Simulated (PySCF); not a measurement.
# Vertical excitation energies

C3H8N (charge +1).
SMILES: `C=[N+](C)C`

The calculation used TDDFT CAM-B3LYP/def2-SVPD, vertical, gas phase, core orbitals frozen in the response in PySCF. Geometry: PBE0-D3(BJ)/def2-SVP; no solvent, vibrations or thermal averaging.

| state | E (eV) | E (hartree) | f | symmetry | main configurations (H = HOMO, L = LUMO) |
| --- | --- | --- | --- | --- | --- |
| S1 | 7.62 | 0.2800 | 0.316 | A1 | H→L (98%) |
| S2 | 7.79 | 0.2863 | 0.0000 | – | H-3→L (91%) |
| S3 | 8.10 | 0.2977 | 0.0000 | – | H-1→L (92%) |
| S4 | 8.63 | 0.3171 | 0.0008 | – | H-4→L (97%) |
| S5 | 8.74 | 0.3210 | 0.054 | B1 or B2 | H-2→L (99%) |
| S6 | 10.02 | 0.3681 | 0.014 | B1 or B2 | H→L+1 (94%) |
| S7 | 11.03 | 0.4053 | 0.011 | B1 or B2 | H-6→L (84%) |
| S8 | 11.13 | 0.4090 | 0.0000 | – | H→L+3 (51%), H→L+4 (35%) |
| S9 | 11.28 | 0.4146 | 0.0000 | – | H-7→L (95%) |
| S10 | 11.32 | 0.4160 | 0.034 | B1 or B2 | H→L+2 (67%), H→L+6 (21%) |

Triplets (Tamm–Dancoff): T1 4.69 eV, H→L (91%); T2 7.17 eV, H-3→L (92%); T3 8.00 eV, H-1→L (93%); T4 8.38 eV, H-4→L (92%).

The lowest singlet lies at 7.62 eV (163 nm, vacuum ultraviolet) and is strong; its leading configuration is HOMO→LUMO (98%). The lowest level is also the most intense of those listed (f = 0.316). Löwdin shares by element: HOMO carbon 45%, nitrogen 31% (atoms not listed hold the other 24%); LUMO carbon 44% or more, nitrogen 32%, hydrogen 14% or more. Of the 10 states listed, 5 reach f = 0.01 and 4 stay under 0.0005. The listed states span 3.70 eV, and the widest gap between neighbours is 1.28 eV (S5 to S6). Weighted by f, the mean energy of these states is 8.22 eV. All these states lie below the vertical ionisation energy of 17.66 eV (ΔSCF). Symmetry labels in C2v follow from the direction of the transition dipole and are given only for states with f of 0.002 or more; B1 and B2 swap with the choice of axes. Singlets were solved by full linear response, triplets in the Tamm–Dancoff approximation.
